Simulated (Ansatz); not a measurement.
# CH5BS: the cost of one run

Program: Ansatz 0.2.0, Gaussian basis. Level of theory: PBE0-D4/def2-SVP. These are calculated values, not measurements.

16 further runs of the same task are left out: 16 set aside as unsound or not needed.

**1. The starting structure**

The first end: 8 atoms, charge 0, spin multiplicity 1.

Atoms are counted from 1 here; the program's logs count them from 0.

Bond lengths: B1–S2 1.778 Å, B1–C3 1.557 Å, B1–H5 1.197 Å, S2–H6 1.346 Å, C3–H4 1.096 Å, C3–H7 1.096 Å, C3–H8 1.091 Å. Angles: S2–B1–C3 125.5°, S2–B1–H5 113.1°, C3–B1–H5 121.4°, B1–S2–H6 99.0°, B1–C3–H4 109.5°, B1–C3–H7 109.6°, B1–C3–H8 115.2°, H4–C3–H7 105.2°, H4–C3–H8 108.5°, H7–C3–H8 108.5°.

As a file:

```xyz
8
CH5BS
B    -0.69418    0.17217    0.32921
S    -1.02467   -1.35171    1.18407
C     0.56666    0.46996   -0.53446
H     1.08091    1.35359   -0.13883
H    -1.55667    0.98909    0.47695
H     0.08203   -2.03299    0.83504
H     0.25898    0.74719   -1.54941
H     1.28695   -0.34730   -0.60257
```

The second end:

```xyz
8
CH5BS
B    -0.58406    0.50428   -0.08998
S    -0.43751   -0.90048    1.24154
C     0.31433    0.36730   -1.18076
H     0.15911   -0.33542    2.31715
H    -1.50497    1.20937    0.19051
H     0.69983   -1.48509    0.82515
H     0.25953    1.02678   -2.04258
H     1.09374   -0.38673   -1.26103
```

**2. The band at PBE0-D4/def2-SVP**

neb/in.yaml

```yaml
crystal:
  periodic: [false, false, false]
  atoms:
    - {symbol: B, position_ang: [-0.694181, 0.172168, 0.329215]}
    - {symbol: S, position_ang: [-1.024672, -1.351714, 1.184072]}
    - {symbol: C, position_ang: [0.566665, 0.469961, -0.534463]}
    - {symbol: H, position_ang: [1.080906, 1.353594, -0.138830]}
    - {symbol: H, position_ang: [-1.556670, 0.989093, 0.476947]}
    - {symbol: H, position_ang: [0.082026, -2.032985, 0.835039]}
    - {symbol: H, position_ang: [0.258976, 0.747186, -1.549412]}
    - {symbol: H, position_ang: [1.286951, -0.347301, -0.602568]}
basis:
  gaussian: {orbitals: def2-SVP}
hamiltonian: {xc: pbe0, dispersion: d4}
neb:
  images: 5
  climbing: true
  max_iterations: 40
  initial_path: idpp
  final_atoms:
    - {symbol: B, position_ang: [-0.584057, 0.504280, -0.089981]}
    - {symbol: S, position_ang: [-0.437509, -0.900478, 1.241535]}
    - {symbol: C, position_ang: [0.314331, 0.367302, -1.180759]}
    - {symbol: H, position_ang: [0.159107, -0.335425, 2.317151]}
    - {symbol: H, position_ang: [-1.504967, 1.209368, 0.190515]}
    - {symbol: H, position_ang: [0.699827, -1.485094, 0.825154]}
    - {symbol: H, position_ang: [0.259531, 1.026778, -2.042580]}
    - {symbol: H, position_ang: [1.093738, -0.386731, -1.261034]}
```

Started as:

```sh
> ansatz run in.yaml --threads 2 --pin off --events-out ev --progress --plain --max-ram 4352MiB
```

**Question.** How long does this run take on 2 threads of Arm Neoverse V1, shared host?

About 2.2 min.
